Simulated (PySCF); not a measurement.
First SCF of a structure search on doublet [SH4]+, at a hand-made square planar geometry. PySCF input:

```python
from pyscf import gto, scf, dft
mol = gto.M(atom='''
S      0.000000     0.000000     0.000000
H      1.323000     0.000000     0.000000
H      0.000000     1.323000     0.000000
H     -1.323000     0.000000     0.000000
H     -0.000000    -1.323000     0.000000''',
    basis={'S': 'def2-TZVP', 'H': 'def2-TZVP'},
    charge=1, spin=1)
mf = dft.UKS(mol, xc='PBE0')
mf.grids.atom_grid = (50, 194)
aux = {'S': 'def2-universal-JKFIT', 'H': 'def2-universal-JKFIT'}
mf = mf.density_fit(auxbasis=aux)
mf.conv_tol = 1e-08
mf.diis_space = 10
mf.max_cycle = 60
mf.init_guess = 'minao'
mf.verbose = 4
mf.kernel()
```

Excerpt of the output (cycles alone):

```
init E= -400.534863940528
cycle= 1 E= -399.954788450514  delta_E= 0.58  |g|= 0.13  |ddm|= 1.01
cycle= 2 E= -399.967083525653  delta_E= -0.0123  |g|= 0.061  |ddm|= 0.268
cycle= 3 E= -399.968491430828  delta_E= -0.00141  |g|= 0.0208  |ddm|= 0.0632
cycle= 4 E= -399.96867449732  delta_E= -0.000183  |g|= 0.00289  |ddm|= 0.0175
cycle= 5 E= -399.96868370431  delta_E= -9.21e-06  |g|= 0.000491  |ddm|= 0.0053
cycle= 6 E= -399.968683979726  delta_E= -2.75e-07  |g|= 9.56e-05  |ddm|= 0.00092
cycle= 7 E= -399.968683987262  delta_E= -7.54e-09  |g|= 2.01e-05  |ddm|= 0.000154
Extra cycle  E= -399.968683987426  delta_E= -1.65e-10  |g|= 1.54e-05  |ddm|= 3.28e-05
converged SCF energy = -399.968683987426  <S^2> = 0.75748063  2S+1 = 2.0074667
```

No lower solution of this spin was found by a stability analysis within the unrestricted form.

The search for the lowest solution, with the stability check, took 2.4 s on 2 threads of a shared Arm Neoverse V1 host, with 61 basis functions; the process peaked at 0.32 GiB. Launch command: `OMP_NUM_THREADS=2 python axn.py task.json out`.
